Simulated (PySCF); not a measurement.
## Fluorine: a sound run and one with changed settings

Sound run: F [He] 2s2 2p5, F⁺ [He] 2s2 2p4. All numbers are calculated (PySCF 2.14, scalar relativity by spin-free X2C-1e, in jorge-DZP-DKH (4s2p1d, 15 functions)). The sound run starts from symmetry-adapted Hartree-Fock orbitals and uses a fine grid where one is needed.

Changed run: radial step 0.5 in ln r (0.13 in the sound run). This setting is unsound on purpose.

```
species  method  sound run (hartree)  changed run (hartree)  converged
      F     UHF            -99.48387              -99.48387        yes
      F  M06-2X            -99.80966              -99.77943        yes
      F    TPSS            -99.84268              -99.84520        yes
     F⁺     UHF            -98.90751              -98.90751        yes
     F⁺  M06-2X            -99.16654              -99.15554        yes
     F⁺    TPSS            -99.20546              -99.20785        yes
```

Ionisation energy of F:

| method | sound run (eV) | changed run (eV) |
| --- | --- | --- |
| UHF | 15.684 | 15.684 |
| M06-2X | 17.500 | 16.977 |
| TPSS | 17.339 | 17.343 |

A coarse radial grid mis-integrates the density and the exchange-correlation energy, with errors of either sign; Hartree-Fock needs no grid.

For comparison, NIST gives 17.423 eV between the lowest levels.
